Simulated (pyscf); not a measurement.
Structures and frequencies: ωB97X-D3(BJ)/def2-SVP in PySCF.

Question: H₃Ge–AsH₂ (SMILES [GeH3][AsH2]) + SiH₂ (SMILES [SiH2]) [singlet] → H₃Si–AsH–GeH₃ (SMILES [SiH3][AsH][GeH3])
Surface: singlet. Broken: As–H. Formed: As–Si, H–Si. Give ΔE‡ and ΔE from ωB97M-D3(BJ)/def2-TZVP, relative to the separated reactants.

Answer: ΔE‡ = -0.26 eV, ΔE = -2.71 eV. Zero-point energy shifts the barrier by +0.08 eV. It is an insertion, with an imaginary mode of 701i cm⁻¹. On the reactant side the descent ends in an adduct with a H–Si contact, 0.55 eV under the separated species and 0.12 eV under the saddle at ωB97X-D3(BJ)/def2-TZVP. At ωB97M-D3(BJ) the saddle lies under the separated reactants, which points to a path from their complex (located at ωB97X-D3(BJ) alone). What is counted as formed (H–Si) is already present as a longer contact in the reactant adduct; forming that adduct is a step of its own. At ωB97X-D3(BJ)/def2-TZVP the barrier from the zero used here is -0.42 eV. This is the saddle that the search found; another between the same sides may lie lower. Elements up to Kr have no core potential and no relativistic terms here.
